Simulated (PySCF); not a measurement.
## Working out the ionisation energy of Ne

Ne [Ne] (1S) → Ne⁺ [He] 2s2 2p5 (2P). Calculation: PySCF 2.14, in ANO-RCC-VTZP (4s3p2d1f, 30 functions); the spin-free X2C one-electron Hamiltonian (Gaussian nucleus). Frozen: 1s2. Energies in hartree (1 hartree = 27.21139 eV):

```
            part   Ne (lower)  Ne⁺ (upper)
             UHF  -128.683726  -127.961379
CCSD correlation    -0.273414    -0.212146
             (T)    -0.004782    -0.002629
```

Question: What does Hartree-Fock give?

Answer: (-127.961379) − (-128.683726) = 0.722347 hartree = 19.656 eV.

Question: What do CCSD and CCSD(T) give?

Answer: The CCSD correlation energies differ by 0.061268 hartree = 1.667 eV and the triples by 0.002153 hartree = 0.059 eV, so CCSD gives 21.323 eV and CCSD(T) 21.382 eV.

Measured between the centres of the two terms (NIST): 21.597 eV, so CCSD(T) (valence) is off by -0.215 eV.

What remains against the reference includes basis incompleteness, the frozen core and higher excitations.
